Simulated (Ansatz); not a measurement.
# C2F: the cost of one run

Method: def2-QZVPP, core rule «outside noble gas», up to 3 orbitals frozen; program: Ansatz 0.2.0, Gaussian basis.

To be run: UHF; ROHF; CCSD(T) on UHF.

## (1) What is computed

The geometry is a PBE0/def2-TZVP stationary point (not a proven minimum) of the parent state, kept for this charge and spin.

3 atoms, charge 0, spin multiplicity 2.

Atoms are counted from 1 here; the program's logs count them from 0.

Bond lengths: C1–C2 1.444 Å, C2–F3 1.292 Å. Angles: C1–C2–F3 117.8°.

## (2) UHF

Input file in.yaml:

```yaml
crystal:
  periodic: [false, false, false]
  atoms:
    - {symbol: C, position_ang: [0.000000, -0.230648, 1.382426]}
    - {symbol: C, position_ang: [0.000000, 0.503978, 0.138719]}
    - {symbol: F, position_ang: [0.000000, -0.172798, -0.961661]}
basis:
  gaussian: {orbitals: "def2-QZVPP.json"}
magnetization: {spin_polarized: true, initial_magnetization: 1}
hamiltonian: {xc: hf}
output: {orbitals: {seedname: orbitals}}
```

Run with:

```
> ansatz run in.yaml --threads 1 --pin off --events-out ev --progress --plain --max-ram 2393MiB
```

Q: Estimate wall time and peak memory on 1 thread of Arm Neoverse V1, shared host.

About 17 s, with a peak of 0.31 GiB.
